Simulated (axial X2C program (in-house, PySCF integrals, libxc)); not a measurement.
# Linear ClAlCl⁻ at several levels

One table from this session's results is given with a row withheld; the runs are named, their logs left out.

Program: an in-house X2C program for linear molecules on PySCF integrals. Level of theory: all-electron X2C, two-component (2c) or spin-free, Cl dyall-av3z, Al dyall-v3z. These are calculated values, not measurements.

All values are calculated.

2 further runs of the same task are left out: 2 set aside as unsound or not needed.

The first run:

task.json

```json
{
 "zs": [
  17,
  13,
  17
 ],
 "q": -1,
 "bas": [
  "dyall-av3z",
  "dyall-v3z",
  "dyall-av3z"
 ],
 "r0": [
  2.25,
  2.25
 ],
 "symm": 1,
 "scan": [
  "PBE0",
  "HF",
  "TPSSh"
 ],
 "levels": [
  "PBE0",
  "HF",
  "PBE"
 ],
 "nst": 2
}
```

Keys: zs atomic numbers; q charge; bas basis sets; r0 starting distance in Å; symm equal bonds; scan levels of the two-bond scan; levels methods; nst determinants followed.

Run with:

```
> python solin.py task.json out
```

Masses Cl 34.969, Al 26.982, Cl 34.969 u.

Steps of the session up to this table: Scan at PBE0, 2c; Scan at TPSSh, 2c; Scan at PBE0, spin-free.

One of the session's tables, all rows but one given; the rest of the session is left out.

| level | lower stretch (cm⁻¹) | upper stretch (cm⁻¹) |
| --- | --- | --- |
| PBE0, 2c | 174.0 | 209.2 |
| TPSSh, 2c | ? | ? |
| PBE0, spin-free | 174.0 | 209.3 |
| TPSSh, spin-free | 173.3 | 208.5 |

Q: Estimate the row for TPSSh, 2c from the others.

**Answer.** lower stretch (cm⁻¹): 173.2; upper stretch (cm⁻¹): 208.4. In the column «lower stretch (cm⁻¹)» it is the lowest.

Scans not shown above were run alike.

For an anion the highest level of a functional can be positive, and the basis then holds the extra electron. The molecule was held linear; bending was not examined, so a bent shape may lie lower.
